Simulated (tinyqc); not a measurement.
Inside a calculation. Method: RHF in the sto-3g basis, for NH3, spin multiplicity 1. One step of it, computed by the program tinyqc.

Task: Iteration 2: DIIS coefficients. Solve [B -1; -1 0][c; lambda] = [0; -1] for the coefficients, which sum to one.

B (overlaps of the stored error matrices):
```
,1,2
1,4.5994774e+00,3.1266082e-02
2,3.1266082e-02,6.8304558e-02
```

Give: DIIS coefficients.

Result:

DIIS coefficients: 0.0080  0.9920
